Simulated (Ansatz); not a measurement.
## Se (model structure, started from the graphite type, P6₃/mmc, No. 194, 4 atoms in the cell): properties by level of theory

```json
[
 {"level (code)": "PBE (Ansatz)", "equilibrium lattice constant a (Å)": "?", "lattice parameter c (Å)": "?"},
 {"level (code)": "PBEsol (Ansatz)", "equilibrium lattice constant a (Å)": "4.582", "lattice parameter c (Å)": "?"},
 {"level (code)": "PBE-D3(BJ) (Ansatz)", "equilibrium lattice constant a (Å)": "4.599", "lattice parameter c (Å)": "5.339"}
]
```

**Question.** Some entries are withheld; supply them.

**Answer.** 
- PBE (Ansatz, a quantum-chemistry and plane-wave program), equilibrium lattice constant a (Å): 4.658
- PBE (Ansatz), lattice parameter c (Å): 5.444
- PBEsol (Ansatz), lattice parameter c (Å): 5.309

Ansatz's density-functional and Hartree–Fock values are scalar-relativistic unless marked +SOC, with PAW data made under PBE.

A model structure was made by putting elements into a prototype or built by hand; it is no filed structure, need not be a known phase, and can be a saddle point held by its symmetry.
